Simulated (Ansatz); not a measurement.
Which method gave which barrier?

Saddle point of SiH5OF, singlet (SiH₃F ([F][SiH3]) + H₂O → SiH₄O ([OH][SiH3]) + HF; bonds formed: Si1–O7, F2–H6; bonds broken: Si1–F2, H6–O7), PBE0-D4/def2-TZVP structure:

Si1  (-0.493, 0.375, -0.282)
F2  (-0.500, -1.561, -0.007)
H3  (-0.820, 0.120, -1.699)
H4  (-1.570, 0.419, 0.733)
H5  (-0.028, 1.808, -0.292)
H6  (0.664, -1.170, 0.333)
O7  (1.169, -0.203, 0.225)
H8  (1.576, 0.213, 0.990)
(Å)

Program: Ansatz 0.2.0. Basis: def2-TZVPP, with def2-QZVPP for the basis limit. Cores are frozen in the correlated methods. Extrapolation: Hartree–Fock as exp(−7.88 √X), correlation as X^−2.97. Four methods, as single points on the PBE0-D4 structures, gave these electronic barriers from the start structure: 24.85, 27.47, 31.61, 44.08 kcal/mol.

(1) The methods were, in alphabetical order, CCSD(T), HF, PBE-D4, r2SCAN-D4. Which gave which? (Judge from chemistry; the calculation decides.)

The T1 diagnostic stays at or below 0.012.

## Answers

(1) The calculation gives: PBE-D4 24.85; r2SCAN-D4 27.47; CCSD(T) 31.61; HF 44.08 kcal/mol. For comparison, CCSD(T) at an estimated basis limit (MP2 extrapolated from triple and quadruple zeta, plus CCSD(T) − MP2 in triple zeta) gives 31.60 kcal/mol.

The step is the kind of ligand exchange by which a precursor binds to a hydroxyl group, or is hydrolysed, in atomic layer deposition of oxides.

Labels in which every atom is bracketed show which atoms are joined, not bond orders.

For scale, one of the runs: CCSD(T)/def2-TZVPP, 174 basis functions (an equivalent command: `ansatz run in.yaml --threads 2`). Hardware: 2 CPU threads, shared host. Wall time 17 s; peak host memory 1.6 GiB.
